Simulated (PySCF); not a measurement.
## Property card for `C[CH]O` [radical]

C2H5O (doublet state).
SMILES with atom numbers: `[CH3:1][CH:2][OH:3]` (hydrogens: H4, H5, H6 on C1; H7 on C2; H8 on O3)

Geometry (PBE0-D3(BJ)/def2-SVP, Å), atoms numbered from 1 in this order:
```xyz
8
C2H5O angstrom
C     -0.7750   -0.1884    0.0954
C      0.5537    0.4164    0.3569
O      1.5858    0.1603   -0.4898
H     -1.4716    0.0294    0.9178
H     -1.2432    0.1806   -0.8420
H     -0.7121   -1.2892    0.0059
H      0.6399    1.4054    0.8154
H      1.4407   -0.6957   -0.9087
```

**PBE0-D3(BJ)/def2-SVP geometry optimisation, gas phase (PySCF)**

```
Rotational constants A, B, C : 44.554, 9.497, 8.301 GHz
Dipole moment                : 1.60 D
```

From UKS B3LYP, IGLO-III on C O, pcH-1 on H, non-relativistic, mean-field spin-orbit, GIAO (PySCF):

```
Isotropic g value                                                      : 2.00312
Principal g values                                                     : 2.00211, 2.00310, 2.00413
Spin squared ⟨S²⟩                                                      : 0.754
Largest Mulliken spin population                                       : 0.93 on C2
Largest isotropic hyperfine couplings (means over sets of like nuclei) : 13C +160.5 (C2), 1H +64.6 (H4/H5/H6), 1H -39.7 (H7), 17O -17.5 (O3), 13C -13.2 (C1) MHz
```

Monoisotopic mass from the formula: 45.0340 u.

The rotational constants make it an asymmetric top with κ = (2B − A − C)/(A − C) = -0.93, nearer the prolate limit (−1). ⟨S²⟩ is 0.004 above the pure-spin value S(S + 1) = 0.75. The dipole equals about 5.3 × 10⁻³⁰ C·m (1 D = 3.33564 × 10⁻³⁰ C·m). With B = h/(8π²I), that is 505.379 GHz u Å² over I, the principal moments of inertia are 11.3, 53.2 and 60.9 u Å² (most abundant isotopes); the inertial defect Ic − Ia − Ib is -3.6 u Å² (zero for a rigid planar frame, negative otherwise).

Couplings of like nuclei are plain means over topologically equivalent atoms, as if these changed places fast (by rotation of a methyl-like group, say); in this geometry the members of some sets differ.

For the geometry optimisation (PBE0-D3(BJ)/def2-SVP), hardware: an x86-64 server with one thread, on a shared host. Cost: 21 s of wall time.

One conformer stands for the species.
